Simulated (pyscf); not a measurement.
Thermochemistry of product channels of F–CH=CH–F (SMILES FC=CF) + F• (SMILES [F]) on the doublet surface, in kJ/mol, from ωB97M-D3(BJ)/def2-TZVP energies (ideal gas, 1 atm, RRHO with modes under 100 cm⁻¹ raised to 100, one conformer, R ln 2 for rigid chiral ones). Optimised with ωB97X-D3(BJ)/def2-SVP in PySCF.

```tsv
products	ΔE	ΔH(298 K)	ΔG(298 K)	ΔG(900 K)
F–CH•–CH(F)–F (SMILES F[CH]C(F)F)	-238.5	-234.3	-202.2	-136.6
F–F (SMILES FF) + H₂C=C•–F (SMILES C=[C]F)	+353.1	+344.6	+332.9	+310.0
F–C•=CH–F (SMILES F[C]=CF) + HF (SMILES F)	-64.9	-71.5	-81.2	-101.9
F–CH₂–C•(F)–F (SMILES FC[C](F)F)	-234.9	-228.9	-196.2	-128.7
```

These are energies of the channels, which say nothing of barriers. F–CH=CH–F lies 46.1 kJ/mol over its isomer H₂C=C(F)–F, and others may lie lower still (electronic energy, ωB97M-D3(BJ)). F–CH•–CH(F)–F lies 58.4 kJ/mol over its isomer •H₂C–C(F)(F)–F, and others may lie lower still (electronic energy, ωB97M-D3(BJ)). Left out: orbital degeneracy and the spin-orbit lowering of F.
